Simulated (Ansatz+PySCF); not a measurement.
A calculation with PySCF 2.14.0.

```python
from pyscf import gto, scf, mp

mol = gto.M(atom="""
C 0.004530 0.008470 0.590490
C 0.000070 1.260230 -0.267670
C 0.006360 -1.260020 -0.263770
H -0.873640 0.001060 1.254110
H 0.871660 0.004220 1.237310
H -0.003060 2.171340 0.354090
H -0.004290 -2.167170 0.353090
H 0.880630 1.304990 -0.894890
H -0.888240 1.297600 -0.910290
H -0.890430 -1.297470 -0.901600
H 0.889070 -1.295860 -0.904880
""", basis='cc-pvtz', charge=1, spin=1)
mf = scf.UHF(mol)
mf.kernel()
pt = mp.MP2(mf, frozen=3).run()
print(mf.e_tot, pt.e_corr, pt.e_tot)
```

The script is written out from the run's settings.

Results

* Converged: yes
* Reference energy: -117.87760 hartree
* Correlation energy: -0.52301 hartree
* Total energy: -118.40062 hartree
* Spin squared of the determinant: 0.767

Messages of the program:
```
WARN: HOMO -0.359402949336706 >= LUMO -0.359402949336706
WARN: HOMO -0.359402949336706 >= LUMO -0.359402949336706
```

This is not the lowest solution: another run reaches a determinant 0.46 eV lower. Caution: MP2 on this radical cation hangs on the determinant chosen.
